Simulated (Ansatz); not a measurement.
## Reading a saddle point

A first-order saddle point of CH4FO, doublet, PBE0-D4/def2-TZVP, with one imaginary mode of 417i cm⁻¹:

```
atom    x (Å)    y (Å)    z (Å)
  H1  -0.2599  -0.4234  -0.1268
  O2  -0.0072  -1.8181  -0.1607
  C3  -0.2298   0.7409  -0.0188
  F4   0.9890   1.1058   0.4650
  H5   0.9042  -1.7767   0.1702
  H6  -1.0153   1.0150   0.6875
  H7  -0.3811   1.1563  -1.0166
```

Ansatz 0.2.0; basis: def2-TZVPP and def2-QZVPP; cores frozen in the correlated methods; orbitals are unrestricted. Extrapolation: Hartree–Fock as exp(−7.88 √X), correlation as X^−2.97.

Which contacts change along the imaginary mode, and what lies on either side? (A judgement: the text doesn't fix the answer.)

Computed: The step is CH₂F ([CH2][F]) + H₂O → CH₃F ([CH3][F]) + OH, with the molecules in contact on both sides. Shortening one way: H1–C3; lengthening the same way: H1–O2.
| pair | one side (Å) | saddle (Å) | other side (Å) |
| --- | --- | --- | --- |
| H1–C3 | 2.45 | 1.17 | 1.09 |
| H1–O2 | 0.96 | 1.42 | 2.92 |

Which side is lower, and how far does the saddle lie above each? (Judge from chemistry; the value comes from the calculation.)

By the calculation: The side with H1–O2 short is lower by 62.2 kJ/mol; the saddle lies 98.0 kJ/mol above it and 35.8 kJ/mol above the other (CCSD(T) at an estimated basis limit (MP2 extrapolated from triple and quadruple zeta, plus CCSD(T) − MP2 in triple zeta); electronic energies).

The T1 diagnostic stays at or below 0.022. ⟨S²⟩ of the unrestricted Hartree–Fock references: 0.75 to 0.77 (a pure state has 0.75).

Labels in which every atom is bracketed show which atoms are joined, not bond orders.

For scale, one of the runs: CCSD(T)/def2-TZVPP, 149 basis functions, launched by `ansatz run in.yaml --threads 2 --pin off --events-out ev --progress --plain --max-ram 4352MiB`. Time: 40 s of wall clock on 2 CPU threads of an Intel Xeon 6975P-C; the host was shared. Peak host memory: 2.7 GiB.
